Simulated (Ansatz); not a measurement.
A nudged elastic band was laid between two geometries of CH3OS (6 atoms, charge 1, multiplicity 1).

Method: RKS BHLYP-D4/def2-SVP (Ansatz 0.2.0).

| Property | Result |
| --- | --- |
| movable images | 5 |
| climbing image | from the first iteration |
| spring | 5.0 eV/Å² |
| optimiser | lbfgs |
| start path | IDPP |
| force threshold | 0.05 eV/Å |
| iteration limit | 60 |
| end points | relaxed |

Initial state:

```xyz
6
Properties=species:S:1:pos:R:3
O -0.775 -0.959 -0.528
C -0.072 -0.003 -0.094
S 0.865 -0.241 1.264
H -1.299 -0.766 -1.318
H -0.085 0.962 -0.606
H 1.367 1.007 1.283
```

Final state:

```xyz
6
Properties=species:S:1:pos:R:3
O -0.561 -0.816 -0.319
C -0.042 0.334 -0.227
S 1.031 0.754 0.970
H -1.171 -0.938 -1.060
H -0.291 1.111 -0.955
H 1.034 -0.445 1.591
```

(1) What changes between the two ends?

(2) Give the energies along the band, and the barrier.

(3) What is the geometry of the highest image?

## Answers

(1) No bond is made or broken. The dihedral O1–C2–S3–H6 goes from -180 to 0°.

(2) The forces met the threshold. The highest image is number 3 of 0 to 6, 22.8 kcal/mol above the first end and 24.2 kcal/mol above the last; the last end lies 1.4 kcal/mol below the first. Another band between the same ends (5 images) ends at a top of the same energy, where a vibrational analysis finds 1 clearly imaginary mode. Limits of this set-up: the dipole of an ion depends on the origin.

```csv
image,path coordinate (Å),energy (kcal/mol),dihedral O1–C2–S3–H6 (°)
0,0.00,0.0,-180
1,0.46,4.8,-152
2,0.92,15.8,-122
3,1.38,22.8,-90
4,1.79,16.3,-60
5,2.20,4.2,-29
6,2.60,-1.4,0
```

(3) 
```xyz
6
Properties=species:S:1:pos:R:3
O -1.046 -0.529 -0.119
C 0.087 -0.047 -0.290
S 1.354 -0.345 0.875
H -1.695 -0.359 -0.826
H 0.285 0.517 -1.211
H 1.014 0.763 1.572
```

Run time: 2.7 min on 1 thread of Arm Neoverse V2 (shared host), peak memory 0.11 GiB.
